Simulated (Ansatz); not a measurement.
Reaction (formal loss of a carbene): `CC(C)(F)S` → `[CH2]` (triplet) + `CC(F)S`

Gas-phase electronic energies from Ansatz, PBE0-D4/def2-TZVP geometries. CCSD(T)/CBS is the MP2 limit (def2-TZVPP, def2-QZVPP) plus CCSD(T) − MP2 in def2-TZVPP, frozen cores. This one scheme is used for every species. Triplets are unrestricted, without spin–orbit coupling. One conformer a species, not always the lowest.

```json
{"species": "`CC(C)(F)S`", "CCSD(T)/CBS(def2) energy (Eh)": "-615.94060"}
{"species": "`[CH2]` (triplet)", "CCSD(T)/CBS(def2) energy (Eh)": "-39.09499"}
{"species": "`CC(F)S`", "CCSD(T)/CBS(def2) energy (Eh)": "-576.67585"}
```

Task: Work out ΔE.

Result: ΔE = (-39.09499) + (-576.67585) − (-615.94060) = 0.16976 Eh = +4.62 eV.

Largest T1 diagnostic among the species: 0.011.

From PBE to PBE0 (25 % exact exchange), in def2-TZVPP and without D4, ΔE moves by −0.06 eV. The D4 term adds +0.14 eV with B3LYP and +0.07 eV with PBE0; it sums over pairs of atoms, weighted by their polarisabilities, and B3LYP, whose exchange is more repulsive, gets the larger term. In def2-TZVPP, CCSD(T) changes the Hartree–Fock value by +1.46 eV (the triples alone add +0.13 eV) and MP2 by +1.60 eV.

B3LYP here is the variant with VWN-RPA as its local correlation; programs differ in this.
